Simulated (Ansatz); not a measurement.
A calculation with Ansatz (development build ahead of 0.2.0).

```yaml
crystal:
  periodic: [false, false, false]
  atoms:
    - { symbol: Si, position_ang: [0.0, 0.0, -1.01987] }
    - { symbol: S, position_ang: [0.0, 0.0, 1.01987] }
basis:
  gaussian: { orbitals: def2-SVP }
total_charge: -1
magnetization:
  initial_magnetization: 1
hamiltonian:
  xc: hf
correlation:
  method: mp2
  frozen_orbitals: { S: 5, Si: 5 }
```

The input is written out in the form of the current development build from the run's settings. Correlation on restricted open-shell orbitals is semicanonical, with singles.

Output:

| Quantity | Value |
| --- | --- |
| Converged | yes |
| Reference energy | -686.24321 hartree |
| Correlation energy | -0.19796 hartree |
| Total energy | -686.44117 hartree |
| Spin squared of the determinant | 0.750 |
| Stability test | minimum among restricted orbitals |
| Occupied orbitals by symmetry in an Abelian subgroup (alpha; beta) | 9 A1 4 B1 3 B2; 9 A1 3 B1 3 B2 |

Messages of the program:
```
mean field -18673.62899756 eV, -686.2432082202 hartree, gradient 4.0e-6 eV, S^2 0.750000; 2 other ends of a descent, 0 dependent functions left out
```

Caution: no diffuse functions for an anion.
